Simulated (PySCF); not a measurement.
C2H4, SMILES C=C. Coordinates come from a r2SCAN-D4/def2-TZVP optimisation.

TDA-CAM-B3LYP/def2-TZVPD (PySCF) puts the lowest singlet excitations at 7.30, 8.01, 8.14, 8.18, 8.44, 9.49 eV.

Question: What are the lowest excitation roots from ADC(2)/aug-cc-pVDZ run with PySCF 2.14.0? (An estimate is asked for; the answer gives what the named calculation found.)

Answer: 7.21, 7.87, 7.91, 7.94, 8.68, 8.89 eV. S1 differs by -0.09 eV (second minus first; roots are paired by order, and the bases may differ).
